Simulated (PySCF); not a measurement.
Ranking problems on computed properties.

Species are written as SMILES; each is one conformer at its optimised geometry, gas phase, non-relativistic unless stated. Electronic properties by PySCF.

The conformers computed, where there is a choice (atom-mapped SMILES and torsion angles):
- `[OH:1][c:2]1[cH:3][cH:4][cH:5][cH:6][c:7]1[OH:8]`: H–O1–C2–C3 180°, H–O8–C7–C6 0°
- `[CH3:1][C:2]([CH3:3])([CH3:4])[CH:5]=[O:6]`: C1–C2–C5–O6 -121°
- `[CH3:1][CH2:2][CH2:3][C:4]([CH3:5])=[O:6]`: C1–C2–C3–C4 179°, C2–C3–C4–C5 178°
- `[CH2:1]=[CH:2][O:3][GeH3:4]`: C1–C2–O3–Ge4 1°
- `[CH:1]#[C:2][CH2:3][OH:4]`: H–O4–C3–C2 179°
- `[CH2:1]=[CH:2][P-:3][SiH3:4]`: C1–C2–P3–Si4 -1°

The conformers of `N#CCB1CCCCC1` aren't listed.

Question: Rank by HOMO energy, lowest first (B3LYP/def2-SVPD at PBE0-D3(BJ)/def2-SVP geometries).
A. `N#CCB1CCCCC1`
B. `C(CC(=O)C)C`
C. `Oc1ccccc1O`
D. `CC(C)(C)C=O`

Answer: A (-8.08 eV), D (-7.16 eV), B (-7.02 eV), C (-6.07 eV).

Question: Rank by dipole moment, highest first (PBE0-D3(BJ)/def2-SVP).
A. `C=C[O][GeH3]`
B. `C#CCO`
C. `[O]P=O` [radical]
D. `Cl[C]Br` [triplet]

Answer: B (1.92 D), C (1.48 D), A (1.24 D), D (0.55 D).

Question: Rank by lowest singlet excitation, lowest first (TDDFT B3LYP/def2-SVPD at PBE0-D3(BJ)/def2-SVP geometries).
A. `N#CCB1CCCCC1`
B. `CC(=O)CCC`
C. `Oc1ccccc1O`
D. `CC(C)(C)C=O`

Answer: D (4.29 eV), B (4.46 eV), C (4.95 eV), A (5.64 eV).

Question: Give the two extremes of that set as wavelengths.

Answer: `CC(C)(C)C=O`: 289 nm; `N#CCB1CCCCC1`: 220 nm.

Question: Rank by HOMO–LUMO gap, lowest first (B3LYP/def2-SVPD at PBE0-D3(BJ)/def2-SVP geometries).
A. `C(CB1CCCCC1)#N`
B. `CC(C)(C)C=O`
C. `Oc1ccccc1O`
D. `CCCC(C)=O`

Answer: C (5.67 eV), B (6.15 eV), D (6.31 eV), A (6.93 eV).

Question: By how much do the two ends of that ranking differ?

Answer: By 1.26 eV, between `N#CCB1CCCCC1` and `Oc1ccccc1O`.

Question: Rank by smallest rotational constant, highest first (PBE0-D3(BJ)/def2-SVP).
A. `[O]P=O` [radical]
B. `CCCC(C)=O`
C. `C([P-][SiH3])=C`
D. `Cl[C]Br` [triplet]
E. `Oc1ccccc1O`
F. `[Ga+][As]` [quartet]
G. `C#CCO`
H. `C=C[O][GeH3]`

Answer: A (7.781 GHz), G (4.212 GHz), H (2.281 GHz), C (2.204 GHz), D (1.992 GHz), F (1.909 GHz), B (1.541 GHz), E (1.359 GHz).

Question: Rank by vertical ionisation energy, highest first (ΔSCF B3LYP/def2-SVPD at PBE0-D3(BJ)/def2-SVP geometries).
A. `Oc1ccccc1O`
B. `C1B(CCCC1)CC#N`
C. `CC(C)(C)C=O`
D. `CCCC(C)=O`

Answer: B (10.01 eV), C (9.63 eV), D (9.47 eV), A (8.16 eV).
